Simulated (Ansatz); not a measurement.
The input, for Ansatz 0.2.0:

```yaml
crystal:
  periodic: [false, false, false]
  atoms:
    - {symbol: Zr, position_ang: [0.000000, 0.000000, 0.000000]}
    - {symbol: C, position_ang: [0.000000, 0.000000, 1.711236]}
basis:
  gaussian: {orbitals: def2-TZVPP}
magnetization: {spin_polarized: false}
correlation: {method: ccsd_t, electrons: outside_noble_gas}
```

```sh
$ ansatz run in.yaml --threads 1 --pin off --events-out ev --progress --plain --max-ram 2393MiB
```

Output:

```
577 factors; integrals over basis functions are off by at most 7.8e-4 eV
mean field evaluation 1: about -2273.1042 eV, gradient 7.8e1 eV
mean field evaluation 2: about -2273.1203 eV, gradient 7.8e1 eV
mean field evaluation 4: about -2288.7210 eV, gradient 1.4e1 eV
mean field evaluation 8: about -2289.7280 eV, gradient 1.3e0 eV
mean field evaluation 16: about -2289.9530 eV, gradient 1.3e-4 eV
mean field evaluation 32: about -2289.9511 eV, gradient 3.8e-1 eV
mean field evaluation 64: about -2287.2119 eV, gradient 1.5e-6 eV
mean field evaluation 96: about -2289.7693 eV, gradient 5.1e0 eV
mean field evaluation 128: about -2289.8702 eV, gradient 2.4e0 eV
mean field evaluation 160: about -2278.4561 eV, gradient 1.5e1 eV
...
cycle   4  -7.24301966 eV  change   -6.5e-4 eV  update   2.9e-3
cycle   5  -7.24429965 eV  change   -1.3e-3 eV  update   1.3e-3
cycle   6  -7.24382769 eV  change    4.7e-4 eV  update   4.3e-4
cycle   7  -7.24411478 eV  change   -2.9e-4 eV  update   1.9e-4
cycle   8  -7.24413383 eV  change   -1.9e-5 eV  update   7.5e-5
cycle   9  -7.24415289 eV  change   -1.9e-5 eV  update   6.0e-5
cycle  10  -7.24417920 eV  change   -2.6e-5 eV  update   4.6e-5
cycle  11  -7.24417772 eV  change    1.5e-6 eV  update   3.6e-5
cycle  12  -7.24419247 eV  change   -1.5e-5 eV  update   2.0e-5
cycle  13  -7.24419340 eV  change   -9.3e-7 eV  update   6.4e-6
perturbative correction -0.59940795 eV, -0.0220278358 hartree
Total energy: -2297.79656726 eV, -84.4424663444 hartree
```

Ran on 1 thread of Arm Neoverse V2, shared host: 4.8 s wall, 0.21 GiB peak host memory.
